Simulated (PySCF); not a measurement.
Species: C5H7P.
Z-matrix (Å and degrees, GFN2-xTB geometry), rows numbered from 1:
```
C 
C   1  1.3256
P   2  1.8136  1  122.26
C   3  1.8134  2   96.05  1   -33.01
C   4  1.3255  3  122.27  2    33.00
C   5  1.5012  4  123.67  3    -2.91
H   1  1.0823  2  120.44  3  -178.25
H   2  1.0817  1  121.54  3   176.48
H   3  1.4050  2   95.93  1  -129.64
H   4  1.0815  3  116.11  2  -150.34
H   5  1.0822  4  120.45  3   178.30
H   6  1.0921  1  109.77  2   156.85
H   6  1.0969  1  108.94  2   -86.13
```

Probes without a nucleus sit at each ring's centroid and 1 Å off its mean plane on both sides; NICS is minus the shielding there, NICSzz its component along the normal. Level: GIAO PBE0/pcSseg-1 (PySCF, non-relativistic, gas phase) on the GFN2-xTB geometry, one conformer.

Ring bond lengths (Å), with Mayer bond orders in brackets: C1–C2 1.326 (1.91), C2–P3 1.814 (0.96), P3–C4 1.813 (0.96), C4–C5 1.326 (1.91), C5–C6 1.501 (1.05), C6–C1 1.501 (1.05).

Task: Give the NICS values of each ring in ppm.

Result: 
| ring | type | NICS(0) | NICS(1), two faces | NICS(1)zz, two faces | rms pucker (Å) | centre to ring atoms, mean (Å) |
| --- | --- | --- | --- | --- | --- | --- |
| C1–C2–P3–C4–C5–C6 | 6-membered ring with P; formal bonds 2 double, 4 single | -1.8 | -4.4 / -1.8 | -4.9 / -0.9 | 0.22 | 1.51 |

Task: What do they say, and how far can they be read as aromaticity?

Result: 
- C1–C2–P3–C4–C5–C6: mean NICS(1)zz -2.9 ppm, near zero. C6 has four or more neighbours; no verdict on aromaticity is drawn. The two faces differ by 4.0 ppm, so no symmetry operation interchanges them.

Task: What is the mean of the two in-plane components of NICS at the first NICS(1) probe listed for ring C1–C2–P3–C4–C5–C6, 1 Å off the ring?

Result: The isotropic value is a third of the trace: (3 × -4.4 − (-4.9))/2 = -4.2 ppm.

Task: What are the shieldings of the ring atoms and their hydrogens in the same run (means over atoms taken as equivalent)?

Result: 
| atoms | environment | σ isotropic (ppm) | principal values of the symmetric part, first atom (ppm) |
| --- | --- | --- | --- |
| C1 (×2) | alkene CH carbon | 51.2 | -63.8, 50.2, 167.3 |
| C2 (×2) | alkene CH carbon | 55.5 | -54.3, 54.8, 166.0 |
| P3 | phosphine phosphorus | 439.7 | 343.8, 463.3, 512.0 |
| C6 | allylic carbon | 154.2 | 135.1, 162.6, 164.8 |
| H7 (×2) | vinylic hydrogen | 25.27 | 22.4, 25.3, 28.1 |
| H8 (×2) | vinylic hydrogen | 25.28 | 23.4, 25.5, 26.9 |
| H9 | P–H hydrogen | 27.09 | 22.5, 25.2, 33.6 |
| H12 (×2) | methylene hydrogen | 28.81 | 23.9, 27.8, 33.9 |
